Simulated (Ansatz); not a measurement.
A nudged elastic band was laid between two geometries of CH4NSi (7 atoms, charge -1, multiplicity 1).

Level of theory: RKS PBE0-D4/def2-SVP (Ansatz 0.2.0).

* movable images: 5
* climbing image: yes
* spring: 5.0 eV/Å²
* optimiser: quadratic models (default)
* start path: IDPP
* force threshold: 0.05 eV/Å
* iteration limit: 60
* end points: relaxed

First end point:

```xyz
7
Properties=species:S:1:pos:R:3
C -1.182 -0.910 -0.948
Si -0.274 0.355 -0.256
N 1.251 -0.010 0.614
H -2.060 -0.575 -1.541
H -0.316 1.882 -0.075
H 1.220 0.282 1.591
H 1.361 -1.025 0.615
```

Last end point:

```xyz
7
Properties=species:S:1:pos:R:3
C -1.524 -0.778 -0.440
Si -0.256 0.348 -0.282
N 1.046 0.067 0.918
H -2.329 -0.474 -1.145
H 0.237 1.673 -0.891
H 0.860 -0.836 1.356
H 1.967 -0.001 0.485
```

Task: Which bonds break or form, and what moves?

Result: No bond is made or broken. The dihedral H5–Si2–N3–H7 goes from 176 to -59°. The two ends are copies of one structure, up to a mirror image or an exchange of like atoms.

Task: What energy profile does the band end with?

Result: The forces met the threshold. The highest image is number 3 of 0 to 6, 0.065 eV above the ends, which have the same energy within 2 meV. A vibrational analysis at the climbing image gives one clearly imaginary mode, 212i cm⁻¹: a first-order saddle point. Limits of this set-up: an anion without diffuse functions, the dipole of an ion depends on the origin.

```tsv
image	path coordinate (Å)	energy (eV)	dihedral H5–Si2–N3–H7 (°)
0	0.00	0.000	176
1	0.39	0.017	-165
2	0.77	0.049	-145
3	1.16	0.065	-125
4	1.55	0.050	-103
5	1.94	0.017	-82
6	2.33	0.000	-59
```

Task: What is the geometry of the highest image?

Result: 
```xyz
7
Properties=species:S:1:pos:R:3
C -1.412 -0.838 -0.512
Si -0.228 0.377 -0.285
N 1.253 0.080 0.714
H -2.252 -0.480 -1.154
H -0.030 1.826 -0.736
H 0.947 -0.222 1.640
H 1.723 -0.743 0.334
```

Task: What are the harmonic wavenumbers there?

Result: 212i, 277, 326, 610, 672, 673, 740, 871, 886, 1006, 1565, 1991, 3000, 3515, 3589 cm⁻¹.

Time of the run: 59 s on 1 thread of Arm Neoverse V2, with other jobs on the host, peak memory 0.12 GiB.
